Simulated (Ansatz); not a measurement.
Band gap (eV) of solids drawn from the class of halides, at two levels: PBE (plane waves, PAW; Ansatz, a program for electronic structure), and Hartree–Fock in Ansatz (PAW).

PBE values are at the measured cell, Hartree–Fock values at the measured cell.

```
solid                    PBE  Hartree–Fock
----------------------  ----  ------------
rock-salt AgBr          0.68          9.52
rutile MnF2             2.21         15.79
fluorite SrCl2          5.35         13.50
CsCl-type TlBr          1.86             ?
cubic perovskite KMgF3  7.31         19.79
rock-salt AgCl          0.91         10.38
cubic perovskite KZnF3  3.86         17.19
CsCl-type TlCl          2.09             ?
```

Task: Estimate the withheld Hartree–Fock values from the other rows.

Result: One way: carry over the typical difference. The differences Hartree–Fock − PBE of the other rows, in order: 8.15, 8.84, 9.47, 12.48, 13.33, 13.58; median 10.975. CsCl-type TlBr: 1.86 + (10.975) = 12.83 eV; the run gives 7.70 eV. CsCl-type TlCl: 2.09 + (10.975) = 13.06 eV; the run gives 8.23 eV. The differences spread from 8.15 to 13.58, so such an estimate is rough. CsCl-type TlBr lies outside that spread. CsCl-type TlCl lies outside that spread.

Over all 8 rows Hartree–Fock is the larger in 8.

Ansatz's runs of these crystals have no spin polarisation, but for rutile MnF2.

Density-functional runs with spin start from opposed moments for rutile MnF2.

Levels without +SOC have no spin–orbit coupling; where heavier elements are present it shifts gaps, mostly down, and can invert bands. Density-functional gaps are differences of (generalised) Kohn–Sham levels. Ansatz's density-functional and Hartree–Fock values are scalar-relativistic unless marked +SOC, with PAW data made under PBE.
